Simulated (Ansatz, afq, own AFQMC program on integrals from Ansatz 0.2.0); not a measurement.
Two steps: Ansatz 0.2.0 writes the Fock matrix and Cholesky factors of the valence space, and afq projects on them the lowest state that overlaps trial and start.

```yaml
crystal:
  periodic: [false, false, false]
  atoms:
    - {symbol: Si, position_ang: [-0.209683, 0.000000, 1.597714]}
    - {symbol: N, position_ang: [0.336404, 0.000000, -3.000976]}
    - {symbol: H, position_ang: [0.460120, -1.226824, 2.123398]}
    - {symbol: H, position_ang: [0.460120, 1.226824, 2.123398]}
    - {symbol: H, position_ang: [0.123821, -0.830073, -3.531636]}
    - {symbol: H, position_ang: [0.123821, 0.830073, -3.531636]}
basis:
  gaussian: {orbitals: 6-31G}
magnetization: {spin_polarized: false, initial_magnetization: 1}
correlation: {method: ccsd_t, electrons: outside_noble_gas, hamiltonian_folder: ham}
```

```sh
$ ansatz run in.yaml --threads 1 --pin off --events-out ev --progress --plain --max-ram 1382MiB
```

afq runs on the folder ham with

```
--method free --trial cisd --walkers 20 --time-step 0.05 --max-blocks 120 --target-error 0.00172 --factor-cut 1e-05 --seed 9432 --times 0.0,0.2,0.4,0.8,1.2 --taylor-order 8
```

Times are imaginary, in 1/Eh. The walk had a cap of 205 s.

Log:

```
orbitals 24  electrons 7 6  factors 138 of 400
reference energy -345.49381344 Eh
CCSD correlation -0.16441585 Eh in 15 cycles, weight of the determinant in the CISD state 0.8980
repeat  energy at the last time / Eh  error
    10  -345.661525  0.000788
    20  -345.661057  0.000618
    30  -345.660812  0.000471
time / (1/Eh)  energy / Eh  error  mean overlap
  0.00  -345.658177  0.000442  1.1096
  0.20  -345.659060  0.000371  1.0924
  0.40  -345.659711  0.000447  1.0777
  0.80  -345.660096  0.000432  1.0739
  1.20  -345.660891  0.000464  1.0633
energy -345.660891 +/- 0.000464 Eh
```

The run passed its tests (error under three times the target), which doesn't prove that it has relaxed.

Against this walk (error 12.6 meV) on the same determinant: CCSD(T) 31.6 meV higher, CCSDT(Q) 14.6 meV higher (within the noise). The error is statistical, and a free projection of finite length keeps a remainder of its start. The last points still move (meV from the last: 74 ± 12 at 0.00, 50 ± 10 at 0.20, 32 ± 12 at 0.40, 22 ± 12 at 0.80, 0 ± 13 at 1.20), but the last one has reached CCSDT(Q) within the noise or passed it, so little can be left to fall.

Cautions: remainder of the start not in the error; higher spins were not checked; a spin-contaminated unrestricted determinant lies lower (UHF 216 meV lower, ⟨S²⟩ 1.27); so few walkers bias the energy; the time-step error isn't removed.

The walk took 5 s on 1 thread of Arm Neoverse V1 (shared host). The log's last line is the free-projection energy.

CCSDT and higher add their correlation energy to the determinant of the CCSD(T) run, since their own runs factorise the integrals more tightly (a shift of under 2 meV). A walk keeps the symmetry of its determinant, which the program's search chose and which needn't be the lowest solution, so a lower state of the same spin and another symmetry isn't excluded.
